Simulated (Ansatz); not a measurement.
Total energies of the cluster Si3H2⁻ from Ansatz at CCSD(T)/def2-TZVPPD, gas phase (1 Eh = 27.2114 eV = 2625.5 kJ/mol). The reference geometry is relaxed at B3LYP-D4/def2-TZVPD.

```tsv
atom	x (Å)	y (Å)	z (Å)
Si1	0.0041	0.1658	1.0380
Si2	-1.8283	0.3836	-0.2097
Si3	0.4398	0.5629	-1.1176
H4	0.9266	-0.5834	-2.0068
H5	0.4579	-0.5289	2.2961
```

| state | geometry | energy (Eh) |
| --- | --- | --- |
| charge -1 doublet | reference | -868.30533 |
| charge 0 singlet | reference | -868.23927 |
| charge -1 quartet | relaxed at B3LYP-D4/def2-TZVPD | -868.27496 |

Correlated methods freeze 15 core orbitals. In CCSD on the charge -1 quartet the largest single amplitude is 0.17, so its Hartree–Fock determinant may place the open shell otherwise than the density functionals do.

(1) Work out the vertical ionisation energy to the singlet.

(2) Which of the charge -1 states is lowest, and how far above it are the others?

(1) E(charge 0 singlet) − E(charge -1 doublet) = -868.23927 − (-868.30533) = 0.06606 Eh = 1.80 eV.

(2) The doublet. quartet: -868.27496 − (-868.30533) = 0.03037 Eh = 79.7 kJ/mol.

At CCSD(T)/def2-TZVPPD T1 of the charge -1 doublet is large (up to 0.051), so the single-reference result is doubtful. At CCSD(T)/def2-TZVPPD T1 of the charge 0 singlet is large (up to 0.026), so the single-reference result is doubtful. At CCSD(T)/def2-TZVPPD the charge -1 doublet is spin-contaminated (final ⟨S²⟩ up to 1.00, 0.75 for a pure state). At CCSD(T)/def2-TZVPPD the restricted singlet (for correlated methods, its reference) is unstable: a solution with broken spin symmetry lies lower. 

The structure comes from a short search, and lower isomers may exist.
